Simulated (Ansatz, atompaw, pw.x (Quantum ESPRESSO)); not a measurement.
What a changed setting does to a pw.x run (bcc Mg)

Potential: PAW, atompaw 4.2.0.5, PBEsol; core [Ne], reference 3s2 3p0; waves: 3s (bound): rc 3.00 bohr; 3s channel at 0.85 Ry: rc 1.75 bohr; 3p (bound, empty): rc 3.00 bohr; 3p channel at 2.2 Ry: rc 3.00 bohr; 3d channel at 0.25 Ry: rc 3.00 bohr; 3d channel at 2.2 Ry: rc 2.45 bohr; local part: bessel scheme, radius 2.90 bohr; core correction: smooth core density matched at 2.85 bohr; augmentation: sinc compensation charge, radius 2.75 bohr; PAW radius 3.00 bohr; waves and projectors: custom polynom vanderbiltortho.

The reference run (k-mesh 13³, cutoffs 40/400 Ry, Fermi–Dirac 0.01 Ry, mixing_beta 0.4, conv_thr 1e-9, no spin) gives 0.27 GPa at 22.446 Å³/atom, where all-electron LAPW gives 0.16 GPa. This run, with its own iteration cap, changes smearing to gauss.

```
&control
  calculation='scf', prefix='x', pseudo_dir='./', outdir='./tmp', tstress=.true., disk_io='none'
/
&system
  ibrav=0, nat=1, ntyp=1, ecutwfc=40, ecutrho=400, nbnd=8,
  occupations='smearing', smearing='gauss', degauss=0.01
/
&electrons
  conv_thr=1e-09, mixing_beta=0.4, electron_maxstep=60
/
ATOMIC_SPECIES
Mg 1.0 Mg.UPF
CELL_PARAMETERS angstrom
  -1.77702276 1.77702276 1.77702276
  1.77702276 -1.77702276 1.77702276
  1.77702276 1.77702276 -1.77702276
ATOMIC_POSITIONS crystal
Mg 0.0000 0.0000 0.0000
K_POINTS automatic
13 13 13 0 0 0
```

```bash
pw.x < Mg.scf.in > Mg.scf.out
```

Question: How does the run end?

Answer: It converges in 15 iterations; the free energy moves by +13.7 meV/atom and the pressure by +0.00 GPa. Gaussian smearing of the same width is narrower in effect than Fermi–Dirac, so its quadratic term in F is smaller.

```
Message from routine setup:
     using ibrav=0 with symmetry is DISCOURAGED, use correct ibrav instead
     lattice parameter (alat)  =       5.8164  a.u.
     unit-cell volume          =     151.4731 (a.u.)^3
     number of electrons       =         2.00
     number of Kohn-Sham states=            8
     kinetic-energy cutoff     =      40.0000  Ry
     charge density cutoff     =     400.0000  Ry
     scf convergence threshold =      1.0E-09
     Exchange-correlation= SLA PW PSX PSC
     number of k points=    84  Gaussian smearing, width (Ry)=  0.0100
     iteration #  1     ecut=    40.00 Ry     beta= 0.40
     total energy              =     -32.71668332 Ry
     estimated scf accuracy    <       0.00390648 Ry
     iteration #  2     ecut=    40.00 Ry     beta= 0.40
     total energy              =     -32.71685175 Ry
     estimated scf accuracy    <       0.00130151 Ry
     iteration #  3     ecut=    40.00 Ry     beta= 0.40
     total energy              =     -32.71690753 Ry
     estimated scf accuracy    <       0.00000046 Ry
     iteration #  4     ecut=    40.00 Ry     beta= 0.40
     total energy              =     -32.71695138 Ry
     estimated scf accuracy    <       0.00000292 Ry
     iteration #  5     ecut=    40.00 Ry     beta= 0.40
     total energy              =     -32.71695100 Ry
     estimated scf accuracy    <       0.00000164 Ry
     iteration #  6     ecut=    40.00 Ry     beta= 0.40
     total energy              =     -32.71695159 Ry
     estimated scf accuracy    <       0.00000105 Ry
     [... 3 iterations left out ...]
     iteration # 10     ecut=    40.00 Ry     beta= 0.40
     total energy              =     -32.71695203 Ry
     estimated scf accuracy    <       0.00000011 Ry
     iteration # 11     ecut=    40.00 Ry     beta= 0.40
     total energy              =     -32.71695204 Ry
     estimated scf accuracy    <       0.00000012 Ry
     iteration # 12     ecut=    40.00 Ry     beta= 0.40
     total energy              =     -32.71695208 Ry
     estimated scf accuracy    <       0.00000011 Ry
     iteration # 13     ecut=    40.00 Ry     beta= 0.40
     total energy              =     -32.71695215 Ry
     estimated scf accuracy    <       0.00000008 Ry
     iteration # 14     ecut=    40.00 Ry     beta= 0.40
     total energy              =     -32.71695216 Ry
     estimated scf accuracy    <          1.5E-09 Ry
     iteration # 15     ecut=    40.00 Ry     beta= 0.40
     the Fermi energy is     3.7385 ev
!    total energy              =     -32.71695216 Ry
     estimated scf accuracy    <          5.4E-10 Ry
     smearing contrib. (-TS)   =      -0.00044182 Ry
     The total energy is F=E-TS. E is the sum of the following terms:
     one-electron contribution =       1.45351098 Ry
     hartree contribution      =       0.00252537 Ry
     xc contribution           =      -0.88969841 Ry
     ewald contribution        =      -2.16744484 Ry
     one-center paw contrib.   =     -31.11540344 Ry
     convergence has been achieved in  15 iterations
          total   stress  (Ry/bohr**3)                   (kbar)     P=        2.73
     Message from routine punch:
     Nothing written, as per user request (disk_io='none')
```

The run took about 10 s on one core of a shared host (Intel(R) Xeon(R) 6975P-C, 192 threads, 378 GiB, load 90).
